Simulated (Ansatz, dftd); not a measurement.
Reaction: CH5BS (SMILES CSB) → BH2S (SMILES B[S], doublet) + CH3 (SMILES [CH3], doublet) (the C-S bond breaks)
Each species at its own B3LYP-D3(BJ)/def2-TZVP minimum (Ansatz, an electronic-structure program).

Quantity: bond dissociation energy (electronic), in kJ/mol. UHF or UKS for unpaired electrons; spin-orbit terms are left out. Correlated methods leave the cores frozen. Rows without X2C or -DK are non-relativistic. CBS(X,Y): correlation extrapolated as X^-3, Hartree-Fock from the larger set. A bracket is a step between two methods taken in the basis named. The functionals are non-relativistic, so their misses hold any scalar relativity. Double hybrids freeze cores in their MP2 part. 'core' is core correlation in cc-pwCVTZ (1s frozen past Ne), 'X2C' scalar relativity in cc-pVTZ-DK, both at CCSD(T).

| level | program | bond dissociation energy (kJ/mol) | difference against the last row |
|---|---|---|---|
| r2SCAN-D4/def2-TZVPD | Ansatz + dftd4 | 285.5 | -29.9 |
| PBE0-D4/def2-TZVPD | Ansatz + dftd4 | 307.1 | -8.3 |
| CAM-B3LYP-D3(BJ)/def2-TZVPD | Ansatz + dftd3 | 295.9 | -19.5 |
| B2GP-PLYP-D4/def2-TZVPD | Ansatz + dftd4 | 303.1 | -12.3 |
| CCSDT(Q)/cc-pV(D+d)Z | Ansatz | 286.8 | -28.6 |
| CCSD(T)/CBS(cc-pV(T+d)Z,cc-pV(Q+d)Z) + [CCSDT(Q) - CCSD(T)]/cc-pV(D+d)Z + core + X2C | Ansatz | 315.4 | 0.0 |
